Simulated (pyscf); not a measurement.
H₃Si–SiH₂–AsH₂ + H atom (H•) -> •H₂Si–SiH₂–AsH₂ + hydrogen (H₂) (hydrogen abstraction; doublet surface; H–Si broken, H–H formed). Single points on ωB97X-D3(BJ)/def2-SVP structures (PySCF, gas phase). Energies in kcal/mol from the separated reactants.

```
level                   barrier  reaction energy
----------------------  -------  ---------------
ωB97X-D3(BJ)/def2-TZVP      ___              ___
PBE/def2-TZVP               0.4            -16.6
B3LYP-D3(BJ)/def2-TZVP      ___            -17.8
PBE0-D3(BJ)/def2-TZVP       1.9            -15.4
ωB97M-D3(BJ)/def2-TZVP      4.7            -14.4
HF/def2-TZVP               12.0             -9.7
```

Problem. Complete the blanks.

Solution. 
- ωB97X-D3(BJ)/def2-TZVP, barrier: 4.6
- ωB97X-D3(BJ)/def2-TZVP, reaction energy: -14.3
- B3LYP-D3(BJ)/def2-TZVP, barrier: 0.3

The functionals in the table span 4.4 kcal/mol in this barrier, from B3LYP-D3(BJ) to ωB97M-D3(BJ)/def2-TZVP. H₃Si–SiH₂–AsH₂ lies 7.4 kcal/mol over its isomer H₃Si–AsH–SiH₃ (electronic energy, ωB97M-D3(BJ)/def2-TZVP). •H₂Si–SiH₂–AsH₂ lies 24.5 kcal/mol over its isomer H₃Si–As•–SiH₃ (electronic energy, ωB97M-D3(BJ)/def2-TZVP). One saddle was located; it need not be the lowest between these sides. The angle at the transferred H is 178°. Elements up to Kr have no core potential and no relativistic terms here.
